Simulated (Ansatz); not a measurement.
Cartesian coordinates (Å):
```xyz
5

C      0.0000     0.0000     0.0000
H      0.8447    -0.6843     0.0651
H      0.3143     0.9188    -0.4931
H     -0.3587     0.2303     1.0022
H     -0.8003    -0.4647    -0.5741
```
Charge 0, spin multiplicity 1.

The numbers are results of frozen-core CCSD(T)/cc-pVQZ // r2SCAN-D4/def2-TZVP in Ansatz (a program for electronic structure), not measurements.

| Item | Value |
|---|---|
| HF energy | -40.21615 Ha |
| MP2 correlation energy | -0.21009 Ha |

### Question
Estimate the CCSD correlation energy, the (T) correction, the total energy and the T1 diagnostic.

### Answer

```yaml
CCSD correlation energy: -0.22781 Ha
"(T) correction": -0.00693 Ha
CCSD(T) total energy: -40.45089 Ha
T1 diagnostic: 0.008
```
